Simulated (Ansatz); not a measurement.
## [SiH3]+ (SMILES [SiH3+]): methods side by side

[SiH3]+: 4 atoms, total charge +1, spin state singlet. SMILES: `[SiH3+]`. The shape is that of a PBE0-D4/def2-TZVP optimisation.

```xyz
4

Si    0.0000    0.0000    0.0000
H     0.6869    0.6754    1.1130
H    -0.1184   -1.4672   -0.0099
H    -0.5685    0.7917   -1.1031
```

Quantity: the energy change with the Si1–H3 bond stretched from 1.472 to 3.680 Å, in eV. The values are calculated.

```tsv
level	kind	program	value (eV)
HF/6-31G* (spherical functions) (restricted)	Hartree–Fock	Ansatz	6.47
SVWN5/6-31G* (spherical functions) (restricted)	LDA	Ansatz	4.57
PBE/6-31G* (spherical functions) (restricted)	GGA	Ansatz	4.59
BHLYP/6-31G* (spherical functions) (restricted)	global hybrid	Ansatz	5.68
wB97X/6-31G* (spherical functions) (restricted)	range-separated hybrid	Ansatz	5.91
B2PLYP/6-31G* (spherical functions) (restricted)	double hybrid	Ansatz	4.92
MP2/6-31G* (spherical functions) (restricted)	perturbation theory	Ansatz	5.11
CCSDT/6-31G* (spherical functions) (restricted)	coupled cluster or CI	Ansatz	3.71
FCI/3-21G	exact in the basis	Ansatz	3.40
```

A spin-restricted reference rises too steeply as a bond breaks; here HF/6-31G*, SVWN5/6-31G*, PBE/6-31G*, BHLYP/6-31G*, wB97X/6-31G*, B2PLYP/6-31G*, MP2/6-31G* lie well above the multireference or unrestricted value. The first shape isn't each level's own minimum. The values span 3.40 to 6.47 eV. The coupled-cluster rows rest on a doubtful reference here (large T1 or Brueckner and Hartree–Fock orbitals at odds), and rows may lie in different states. High-level rows in very small sets aren't better than simpler rows in larger ones.
